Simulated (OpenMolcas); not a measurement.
# AlNH4 (SMILES [NH2][AlH2]) at 6 levels

We compute a comparison of 6 runs (HF/STO-3G, B3LYP/STO-3G, PBE0/STO-3G, UPBE/STO-3G, r2SCAN/STO-3G, CISD/STO-3G) of AlNH4. 

The calculation is run with OpenMolcas 26.06.

4 further runs of the same task are left out: 4 set aside as unsound or not needed.

### 1 The system as given

AlNH4 has 6 atoms, charge 0, and is taken as a singlet. SMILES: `[NH2][AlH2]`. The N1–H3 distance was set to 1.775 Å, away from the relaxed value. At this shape a bond of the SMILES string is far longer than usual.

Bond lengths: N1–Al2 1.774 Å, N1–H4 1.015 Å, Al2–H5 1.541 Å, Al2–H6 1.541 Å. Angles: N1–Al2–H5 122.2°, N1–Al2–H6 121.7°, Al2–N1–H4 125.8°, H5–Al2–H6 116.2°. A long bond or contact: N1–H3 1.775 Å.

### 2 A single-point energy at HF/STO-3G (run 1)

Input file struct.xyz:

```xyz
6

N     -0.350453    -0.465220     0.521338
Al    -0.407813     1.300980     0.362948
H      0.544950    -1.604770    -0.502640
H     -0.833633    -1.013780     1.225458
H     -0.290013     2.006550    -1.002302
H     -0.581813     2.218190     1.589498
```

Input file mol.inp:

```
>>> EXPORT MOLCAS_PRINT=2
&GATEWAY
BASLIB=$CurrDir
COORD=struct.xyz
BASIS=STO-3G
GROUP=NoSym
&SEWARD
&SCF
THRESHOLDS=1e-10 1e-07 1e-07 1e-05
PRORBITALS=1 1
```

The basis set STO-3G is read from a file made from the Basis Set Exchange's data (not shown).

Started as:

```sh
$ export MOLCAS_MEM=1860
$ pymolcas mol.inp > mol.log
```

Standard output:

```text
--- Start Module: gateway ---
[...]
--- Stop Module: gateway /rc=_RC_ALL_IS_WELL_ ---
--- Start Module: seward ---
[...]
      Basis functions           18
--- Stop Module: seward /rc=_RC_ALL_IS_WELL_ ---
--- Start Module: scf ---
[...]
       Convergence after  13 Iterations
[...]
::    Total SCF energy                               -294.8762917402
[...]
      Total spin, S                                     0.0000000000
[...]
      Total electronic charge=   24.000000
      Total            charge=   -0.000000
[...]
      Dipole Moment (debye):
      Origin of the operator (angstrom)=   -0.3794    0.6710    0.4090
                   X= -3.2815E-01               Y= -4.0450E-03               Z=  4.5489E-01           Total=  5.6092E-01
      Quadrupole Moment (debye*angstrom):
[...]
--- Stop Module: scf /rc=_RC_ALL_IS_WELL_ ---
[...]
```

It took 2.1 s on 1 thread of Intel Xeon Platinum 8259CL at 2.50GHz (Skylake/Cascade Lake), shared host; peak memory 0.37 GiB.

### 3 A single-point energy at B3LYP/STO-3G (run 2)

struct.xyz is that of step 2.

Input file mol.input:

```
&gateway
 baslib=$CurrDir
 coord=struct.xyz
 basis=STO-3G
 group=NoSym

&seward
 gridinput
 Grid=UltraFine
 End of Grid

&scf
 ksdft=B3LYP
 thresholds=1e-10 1e-07 1e-07 1e-05
 prorbitals=1 1
```

The basis set STO-3G is read from a file made from the Basis Set Exchange's data (not shown).

Started as:

```sh
$ export MOLCAS_MEM=1860
$ pymolcas mol.input > mol.log
```

Standard output:

```text
--- Start Module: gateway ---
[...]
--- Stop Module: gateway /rc=_RC_ALL_IS_WELL_ ---
--- Start Module: seward ---
[...]
      Basis functions           18
--- Stop Module: seward /rc=_RC_ALL_IS_WELL_ ---
[...]
--- Start Module: scf ---
[...]
       Convergence after  13 Iterations
[...]
::    Total KS-DFT energy                            -295.7791057772
[...]
      Total spin, S                                     0.0000000000
[...]
      Total electronic charge=   24.000000
      Total            charge=   -0.000000
[...]
      Dipole Moment (debye):
      Origin of the operator (angstrom)=   -0.3794    0.6710    0.4090
                   X= -2.4681E-01               Y= -5.9871E-01               Z=  4.4097E-01           Total=  7.8347E-01
      Quadrupole Moment (debye*angstrom):
[...]
--- Stop Module: scf /rc=_RC_ALL_IS_WELL_ ---
[...]
```

Run time: 7.8 s. Hardware: 1 thread of Intel Xeon Platinum 8259CL at 2.50GHz (Skylake/Cascade Lake), shared host; peak memory 0.37 GiB.

Runs 3 to 5 aren't shown in full; the table further down has their settings and results.

### 4 The energy at CISD/STO-3G (run 6)

struct.xyz is that of step 3.

Input file mol.input:

```
&GATEWAY
  BasLib=$CurrDir
  Coord=struct.xyz
  Basis=STO-3G
  Group=NoSym

&SEWARD

&SCF
  Thresholds=1e-10 1e-07 1e-07 1e-05
  PrOrbitals=1 1

&MOTRA
  Frozen=6

&GUGA
  Electrons=12
  Spin=1
  Inactive=6
  Active=0
  CIAll=1

&CPF
  SDCI
```

The basis set STO-3G is read from a file made from the Basis Set Exchange's data (not shown).

Started as:

```sh
$ export MOLCAS_MEM=1860
$ pymolcas mol.input > mol.log
```

Standard output:

```text
--- Start Module: gateway ---
[...]
--- Stop Module: gateway /rc=_RC_ALL_IS_WELL_ ---
[...]
      Basis functions           18
[...]
       Convergence after  13 Iterations
[...]
::    Total SCF energy                               -294.8762917402
[...]
      Total spin, S                                     0.0000000000
[...]
      *** WARNING: Default frozen orbitals is overwritten by user input.
      *** Default values:   3
[...]
--- Start Module: guga ---
[...]
--- Stop Module: guga /rc=_RC_ALL_IS_WELL_ ---
--- Start Module: cpf ---
[...]
      Active orbitals                            0       0
[...]
      Spin quantum number                      0.0
[...]
     FINAL CI ENERGY          -295.02954156
     FINAL CORRELATION ENERGY   -0.15324982  REFERENCE ENERGY    -294.87629174
[...]
     REL. CI ENERGY           -295.02954156
[...]
      Total electronic charge=   24.000000
      Total            charge=    0.000000
[...]
      Dipole Moment (debye):
      Origin of the operator (angstrom)=   -0.3794    0.6710    0.4090
                   X= -2.9741E-01               Y= -3.0525E-01               Z=  4.3275E-01           Total=  6.0738E-01
      Quadrupole Moment (debye*angstrom):
[...]
--- Stop Module: cpf /rc=_RC_ALL_IS_WELL_ ---
[...]
```

Wall time 2.6 s (1 thread of Intel Xeon Platinum 8259CL at 2.50GHz (Skylake/Cascade Lake), shared host); peak memory 0.37 GiB.

### 5 All runs side by side

| run | level | integration grid | scramble | energy (Eh) | dipole moment (D) of the reference | HOMO energy (eV) | LUMO energy (eV) | wall time |
| --- | --- | --- | --- | --- | --- | --- | --- | --- |
| 1 | HF/STO-3G | – | – | -294.876292 | 0.56 | -7.51 | 6.27 | 2.1 s |
| 2 | B3LYP/STO-3G | UltraFine | – | -295.779106 | 0.78 | -3.07 | 1.08 | 7.8 s |
| 3 | PBE0/STO-3G | UltraFine | – | -295.584393 | 0.77 | -3.22 | 1.44 | 7.8 s |
| 4 | UPBE/STO-3G | UltraFine | 0.25 | -295.551618 | 0.94 | -1.68 | 0.12 | 15 s |
| 5 | r2SCAN/STO-3G | UltraFine | – | -295.712657 | 0.85 | -1.99 | 0.29 | 9.3 s |
| 6 | CISD/STO-3G | – | – | -295.029542 | 0.56 | -7.51 | 6.27 | 2.6 s |

### 6 Outcome

```
                                          quantity          value
                               run 6: total energy  -295.02954 Eh
         run 6: dipole moment (mean-field density)         0.56 D
        run 6: HOMO energy (Hartree–Fock orbitals)       -7.51 eV
        run 6: LUMO energy (Hartree–Fock orbitals)        6.27 eV
      run 6: HOMO–LUMO gap (Hartree–Fock orbitals)       13.79 eV
run 6: correlation energy (6 core orbitals frozen)     -153.2 mEh
```

Over runs 1, 2, 3, 4, 5 the dipole moment (its size) runs from 0.56 D (HF/STO-3G) to 0.94 D (UPBE/STO-3G). Over runs 1, 2, 3, 4, 5 the HOMO–LUMO gap runs from 1.80 eV (UPBE/STO-3G) to 13.79 eV (HF/STO-3G). Totals of different functionals can't be ranked against each other. In runs 1, 2, 3, 4, 5, 6 the basis is minimal, so the values are rough. All runs together took 44 s, the longest 15 s.
